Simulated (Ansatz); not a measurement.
## CF2: a line through the functionals

The species is CF2 (3 atoms), meant as a singlet with charge 0. As SMILES, `F[C]F`. The shape is that of a PBE0-D4/def2-TZVP optimisation.

The electronic atomisation energy y, in eV, basis def2-TZVPP; a is the functional's share of exact exchange. Programs: Ansatz 0.2.0.

| functional | program | a | y (eV) |
| --- | --- | --- | --- |
| BLYP | Ansatz | 0 | 11.45 |
| r2SCAN | Ansatz | 0 | 11.24 |
| B3LYP | Ansatz | 0.2 | 11.07 |
| PBE0 | Ansatz | 0.25 | 11.20 |
| r2SCAN0 | Ansatz | 0.25 | ? |
| BHLYP | Ansatz | 0.5 | 10.13 |

Fit y = c + s·a to the known rows and predict r2SCAN0.


1. Means of the 5 rows: a = 0.1900, y = 11.018.
2. Σ(Δa)² = 0.172, Σ(Δa·Δy) = -0.3881, so the slope is -0.3881/0.172 = -2.2564.
3. Intercept: 11.018 − (-2.2564) × 0.1900 = 11.447. The largest residual of the fit is 0.32.
4. r2SCAN0: 11.447 + (-2.2564) × 0.25 = 10.88 eV.

The run gave 10.62 eV, so the prediction is off by +0.26 eV, within the scatter of the fit.
